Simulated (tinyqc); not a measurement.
Coupled-perturbed Hartree-Fock on RHF in the sto-3g basis, for HF, spin multiplicity 1, step by step. Computed by tinyqc, a small Python program that keeps every step (integrals from PySCF). Settings: charge = 0, multiplicity = 1, basis = sto-3g, method = RHF, energy threshold = 1e-10, iteration cap = 90, orthogonalisation = symmetric, start = core, DIIS depth = 6. Command: `OMP_NUM_THREADS=1 python tinyqc.py 28307 28308 out.jsonl` (the two numbers bound the seeds that draw the settings). One thread of a shared host (Intel(R) Xeon(R) Processor @ 2.60GHz), about 0.1 s of CPU time with the checks. The early iterations of the SCF are left out here.

## One-electron integrals

Geometry (angstrom):
```
atom        x        y        z
F     0.00000  0.00000  0.00000
H     0.00000  0.00000  1.08600
```

Basis sto-3g: exponents (1/bohr^2) and contraction coefficients of normalised primitives:
```
element  l (shell)   exponent  coefficient
F            s (1)  166.67913      0.15433
F            s (1)   30.36081      0.53533
F            s (1)    8.21682      0.44463
F            s (2)    6.46480     -0.09997
F            s (2)    1.50228      0.39951
F            s (2)    0.48859      0.70012
F            p (3)    6.46480      0.15592
F            p (3)    1.50228      0.60768
F            p (3)    0.48859      0.39196
H            s (1)    3.42525      0.15433
H            s (1)    0.62391      0.53533
H            s (1)    0.16886      0.44463
```

Overlap, kinetic and nuclear-attraction integrals over the contracted functions; the nuclear repulsion is the sum of Za Zb / Rab.

nuclear repulsion = 4.3854465 hartree

overlap S, lower triangle:
```
          1F 1s    1F 2s   1F 2px   1F 2py   1F 2pz    2H 1s
1F 1s   1.00000
1F 2s   0.23799  1.00000
1F 2px  0.00000  0.00000  1.00000
1F 2py  0.00000  0.00000  0.00000  1.00000
1F 2pz  0.00000  0.00000  0.00000  0.00000  1.00000
2H 1s   0.03301  0.34391  0.00000  0.00000  0.28787  1.00000
```

kinetic energy T (hartree), lower triangle:
```
           1F 1s    1F 2s   1F 2px   1F 2py   1F 2pz    2H 1s
1F 1s   36.98458
1F 2s   -0.21286  1.03800
1F 2px   0.00000  0.00000  3.24801
1F 2py   0.00000  0.00000  0.00000  3.24801
1F 2pz   0.00000  0.00000  0.00000  0.00000  3.24801
2H 1s   -0.00720  0.05563  0.00000  0.00000  0.15943  0.76003
```

nuclear attraction V (hartree), lower triangle:
```
            1F 1s      1F 2s     1F 2px     1F 2py     1F 2pz     2H 1s
1F 1s   -77.49685
1F 2s    -9.29277  -12.02748
1F 2px    0.00000    0.00000  -11.90939
1F 2py    0.00000    0.00000    0.00000  -11.90939
1F 2pz   -0.01074   -0.13235    0.00000    0.00000  -11.98559
2H 1s    -1.32224   -3.05776    0.00000    0.00000   -2.23323  -5.51598
```

core Hamiltonian H = T + V (hartree), lower triangle:
```
            1F 1s      1F 2s    1F 2px    1F 2py    1F 2pz     2H 1s
1F 1s   -40.51227
1F 2s    -9.50563  -10.98948
1F 2px    0.00000    0.00000  -8.66137
1F 2py    0.00000    0.00000   0.00000  -8.66137
1F 2pz   -0.01074   -0.13235   0.00000   0.00000  -8.73758
2H 1s    -1.32943   -3.00214   0.00000   0.00000  -2.07380  -4.75595
```

## Two-electron integrals

Functions are numbered as in S; the eight-fold symmetry (ij|kl) = (ji|kl) = (kl|ij) leaves the list below.

Two-electron integrals (ij|kl) in chemists' order, unique and non-zero (hartree):
```
(11|11) 5.40350   (21|11) 0.84192   (21|21) 0.15630   (22|11) 1.26803
(22|21) 0.29234   (22|22) 0.92617   (31|31) 0.02800   (32|31) 0.04317
(32|32) 0.20459   (33|11) 1.26450   (33|21) 0.29240   (33|22) 0.92596
(33|33) 0.99751   (41|41) 0.02800   (42|41) 0.04317   (42|42) 0.20459
(43|43) 0.05377   (44|11) 1.26450   (44|21) 0.29240   (44|22) 0.92596
(44|33) 0.88997   (44|44) 0.99751   (51|51) 0.02800   (52|51) 0.04317
(52|52) 0.20459   (53|53) 0.05377   (54|54) 0.05377   (55|11) 1.26450
(55|21) 0.29240   (55|22) 0.92596   (55|33) 0.88997   (55|44) 0.88997
(55|55) 0.99751   (61|11) 0.11832   (61|21) 0.02179   (61|22) 0.04052
(61|33) 0.04046   (61|44) 0.04046   (61|51) 0.00089   (61|52) 0.00168
(61|55) 0.04065   (61|61) 0.00307   (62|11) 0.30896   (62|21) 0.07223
(62|22) 0.25639   (62|33) 0.25259   (62|44) 0.25259   (62|51) 0.00493
(62|52) 0.03895   (62|55) 0.26375   (62|61) 0.01022   (62|62) 0.08842
(63|31) 0.00745   (63|32) 0.04456   (63|53) 0.00814   (63|63) 0.01292
(64|41) 0.00745   (64|42) 0.04456   (64|54) 0.00814   (64|64) 0.01292
(65|11) 0.21419   (65|21) 0.05070   (65|22) 0.19265   (65|33) 0.18449
(65|44) 0.18449   (65|51) 0.01047   (65|52) 0.07221   (65|55) 0.20874
(65|61) 0.00747   (65|62) 0.08153   (65|65) 0.08754   (66|11) 0.47628
(66|21) 0.11316   (66|22) 0.46394   (66|33) 0.44848   (66|44) 0.44848
(66|51) 0.00938   (66|52) 0.10519   (66|55) 0.49433   (66|61) 0.01611
(66|62) 0.20832   (66|65) 0.22342   (66|66) 0.77461
```

## Orthogonalisation

S = U s U^T; symmetric (Loewdin) form X = U s^(-1/2) U^T, so that X^T S X = 1.

eigenvalues of S: 0.52373  0.84686  1.00000  1.00000  1.12846  1.50095

X, lower triangle:
```
           1F 1s     1F 2s   1F 2px   1F 2py    1F 2pz    2H 1s
1F 1s    1.02290
1F 2s   -0.12933   1.07697
1F 2px   0.00000   0.00000  1.00000
1F 2py   0.00000   0.00000  0.00000  1.00000
1F 2pz  -0.00482   0.04480  0.00000  0.00000   1.03662
2H 1s    0.01803  -0.20197  0.00000  0.00000  -0.16573  1.08958
```

## Iteration 7 (converged): orbitals

converged F (hartree), lower triangle:
```
            1F 1s     1F 2s    1F 2px    1F 2py    1F 2pz     2H 1s
1F 1s   -25.90577
1F 2s    -6.62405  -3.02641
1F 2px    0.00000   0.00000  -0.46201
1F 2py    0.00000   0.00000   0.00000  -0.46201
1F 2pz   -0.01901  -0.05046   0.00000   0.00000  -0.27140
2H 1s    -0.93577  -0.85150   0.00000   0.00000  -0.49818  -0.40368
```

Diagonalise F' = X^T F X, C = X C', fill 5 alpha and 5 beta electrons from the bottom; D = 2 C_occ C_occ^T. Each column has its largest component positive (the first on a tie).

F' = X^T F X (hartree), lower triangle:
```
           1         2         3         4         5         6
1  -25.43446
2   -3.40234  -1.78937
3    0.00000   0.00000  -0.46201
4    0.00000   0.00000   0.00000  -0.46201
5   -0.04306   0.07733   0.00000   0.00000  -0.12871
6   -0.09504  -0.42271   0.00000   0.00000  -0.49079  -0.05567
```

orbital energies (hartree): MO1 -25.91524, MO2 -1.43217, MO3 -0.53290, MO4 -0.46201, MO5 -0.46201, MO6 0.47210

coefficients C:
```
             MO1       MO2       MO3       MO4      MO5       MO6
1F 1s    0.99488  -0.25493   0.06454   0.00000  0.00000   0.06690
1F 2s    0.02129   0.97526  -0.33431   0.00000  0.00000  -0.39502
1F 2px   0.00000   0.00000   0.00000   0.99875  0.04993   0.00000
1F 2py   0.00000   0.00000   0.00000  -0.04993  0.99875   0.00000
1F 2pz   0.00189   0.04741   0.68896   0.00000  0.00000  -0.79193
2H 1s   -0.00411   0.12413   0.56795   0.00000  0.00000   0.95801
```

D after iteration 7, lower triangle:
```
           1F 1s     1F 2s   1F 2px   1F 2py   1F 2pz    2H 1s
1F 1s    2.11786
1F 2s   -0.49802   2.12670
1F 2px   0.00000   0.00000  2.00000
1F 2py   0.00000   0.00000  0.00000  2.00000
1F 2pz   0.06853  -0.36811  0.00000  0.00000  0.95384
2H 1s    0.00185  -0.13781  0.00000  0.00000  0.79434  0.67598
```

Within a degenerate level the vectors are fixed only up to a rotation; this is one choice.

## Convergence

Stop when the energy changes by less than 1e-10 hartree and every element of the error matrix X^T (F D S - S D F) X is below 3e-06.

Course of the cycle:
```
iteration  E (hartree)     change  largest element of the error matrix
1          -97.8665947          -                             5.94e-01
2          -98.5499187  -6.83e-01                             9.28e-02
3          -98.5554993  -5.58e-03                             8.21e-03
4          -98.5555697  -7.05e-05                             1.27e-03
5          -98.5555707  -9.73e-07                             1.66e-05
6          -98.5555707  -1.89e-10                             1.08e-07
7          -98.5555707  -1.42e-14                             5.43e-08
```

PySCF RHF in the same basis = -98.5555707 hartree

Converged in 7 iterations.

## Integrals over molecular orbitals

(pq|rs) = sum C_ip C_jq C_kr C_ls (ij|kl), one index at a time.

one-electron integrals over orbitals h = C^T H C (hartree), lower triangle:
```
           1         2         3         4         5         6
1  -40.49459
2    0.71433  -9.13069
3   -0.17162   0.54585  -7.18866
4    0.00000   0.00000   0.00000  -8.66137
5    0.00000   0.00000   0.00000   0.00000  -8.66137
6   -0.18252   0.97777   2.07566   0.00000   0.00000  -6.07159
```

Two-electron integrals over orbitals (pq|rs), unique and non-zero (hartree):
```
(11|11) 5.36361    (21|11) -0.51453   (21|21) 0.07790    (22|11) 1.21784
(22|21) -0.02153   (22|22) 0.86277    (31|11) 0.12950    (31|21) -0.01854
(31|22) 0.00948    (31|31) 0.01977    (32|11) -0.13621   (32|21) 0.00675
(32|22) -0.03768   (32|31) 0.02076    (32|32) 0.14791    (33|11) 0.94039
(33|21) -0.00949   (33|22) 0.72428    (33|31) -0.00351   (33|32) -0.02880
(33|33) 0.71700    (41|41) 0.02956    (42|41) 0.03966    (42|42) 0.18568
(43|41) -0.00912   (43|42) -0.03537   (43|43) 0.04080    (44|11) 1.26402
(44|21) -0.01480   (44|22) 0.88717    (44|31) 0.00379    (44|32) -0.07406
(44|33) 0.71467    (44|44) 0.99751    (51|51) 0.02956    (52|51) 0.03966
(52|52) 0.18568    (53|51) -0.00912   (53|52) -0.03537   (53|53) 0.04080
(54|54) 0.05377    (55|11) 1.26402    (55|21) -0.01480   (55|22) 0.88717
(55|31) 0.00379    (55|32) -0.07406   (55|33) 0.71467    (55|44) 0.88997
(55|55) 0.99751    (61|11) 0.13527    (61|21) -0.02179   (61|22) 0.00189
(61|31) -0.01068   (61|32) -0.02427   (61|33) 0.00862    (61|44) 0.00382
(61|55) 0.00382    (61|61) 0.02251    (62|11) -0.19737   (62|21) 0.00478
(62|22) -0.10757   (62|31) -0.02006   (62|32) -0.06324   (62|33) -0.02766
(62|44) -0.10554   (62|55) -0.10554   (62|61) 0.01762    (62|62) 0.09317
(63|11) -0.39148   (63|21) 0.00668    (63|22) -0.20357   (63|31) 0.00181
(63|32) 0.09046    (63|33) -0.10740   (63|44) -0.22254   (63|55) -0.22254
(63|61) -0.00571   (63|62) 0.04716    (63|63) 0.20583    (64|41) -0.00877
(64|42) -0.03535   (64|43) -0.01905   (64|64) 0.03023    (65|51) -0.00877
(65|52) -0.03535   (65|53) -0.01905   (65|65) 0.03023    (66|11) 0.86374
(66|21) -0.00910   (66|22) 0.65978    (66|31) 0.01288    (66|32) 0.05804
(66|33) 0.66226    (66|44) 0.63852    (66|55) 0.63852    (66|61) -0.00858
(66|62) -0.06091   (66|63) -0.02042   (66|66) 0.69655
```

## Response to a field: uncoupled start

dipole integrals <a|z|i> (bohr):
```
          i1       i2       i3       i4       i5
a6  -0.04393  0.01022  1.06443  0.00000  0.00000
```

Field along z; U_ai = -mu_ai / (e_a - e_i), alpha = -4 sum U_ai mu_ai.

uncoupled U:
```
         i1        i2        i3       i4       i5
a6  0.00166  -0.00537  -1.05914  0.00000  0.00000
```

uncoupled polarisability = 4.51003 bohr^3

## Coupled step 1

U_ai = -(mu_ai + sum_bj [4 (ai|bj) - (ab|ij) - (aj|bi)] U_bj) / (e_a - e_i); alpha = -4 sum U_ai mu_ai.

U after step 1:
```
         i1       i2        i3       i4       i5
a6  0.00052  0.03992  -1.10583  0.00000  0.00000
```

polarisability = 4.70678 bohr^3

## Coupled step 2

As before.

U after step 2:
```
         i1       i2        i3       i4       i5
a6  0.00033  0.05105  -1.11170  0.00000  0.00000
```

polarisability = 4.73130 bohr^3

## Coupled polarisability

Repeat until U stops changing; compare with -d2E/dF2.

Course of the coupled iterations:
```
step  alpha (bohr^3)
0            4.51003
1            4.70678
2            4.73130
3            4.73626
4            4.73735
5            4.73759
6            4.73764
7            4.73765
8            4.73766
9            4.73766
10           4.73766
11           4.73766
12           4.73766
```

coupled polarisability = 4.73766 bohr^3

finite-field check, fields of +/-0.001 au = 4.73765 bohr^3
